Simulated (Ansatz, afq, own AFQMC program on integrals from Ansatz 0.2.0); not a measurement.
# BGeH$_{6}$, doublet: AFQMC among the cluster methods

```xyz
8

Ge   -0.4499    0.0000    0.0000
H    -0.9613    1.4466    0.0000
H    -0.9613   -0.7233    1.2528
H    -0.9613   -0.7233   -1.2528
H     1.4131    0.0000    0.0000
B     2.5831    0.0000    0.0000
H     3.0922    0.0000    1.0770
H     3.0922    0.0000   -1.0770
```

Basis cc-pVDZ. Only valence electrons are correlated. Ansatz 0.2.0 and our own AFQMC program on the same integrals; the CISD trial comes from CCSD amplitudes, and released means the phaseless constraint is let go. Uncertainties: one standard error, sampling alone. No spin–orbit coupling.

Determinant: UHF, the one that the program's search chose, which needn't be the lowest solution. The geometry is a point of a scan.

No full CI on the walks' own integrals is used here; CCSDT(Q) serves as the reference and is uncertain by about the last step of the cluster series.

Cautions: no relativity below Rb; no spin-orbit coupling; inner d shell frozen; the released energies move by 1.5 errors or more from one time to the next, so no released level is given (meV from the phaseless value at times in 1/Eh: -2.6 ± 2.3 at 0.24, -3.8 ± 1.8 at 0.51, -3.8 ± 2.0 at 0.99, -2.5 ± 2.1 at 1.62, -8 ± 3 at 2.40), though the last usable value meets CCSDT(Q) within the noise.

The T1 diagnostic is 0.0100. The weight of the determinant in the CISD state is 0.878 and the ⟨S²⟩ of the determinant is 0.759. The size of the correlated space is 13 electrons in 56 orbitals.

```
  level  correlation energy (eV)
    MP2                  -5.2559
   CCSD                  -6.5944
CCSD(T)                  -6.7188
```

Estimate where phaseless AFQMC with a CISD trial lies against CCSD(T) on the same integrals.

2.6 ± 0.2 kJ/mol below CCSD(T).

Reference: CCSDT(Q), correlation energy -6.751 eV.

| level | E − E(reference) (kJ/mol) | share of correlation (%) |
| --- | --- | --- |
| CCSD(T) | 3.1 | 99.53 |
| CCSDT | 0.3 | 99.95 |
| ph-AFQMC/CISD | 0.5 ± 0.2 | 99.93 |

A walk keeps the symmetry of its determinant, which the program's search chose and which needn't be the lowest solution, so a lower state of the same spin and another symmetry isn't excluded.
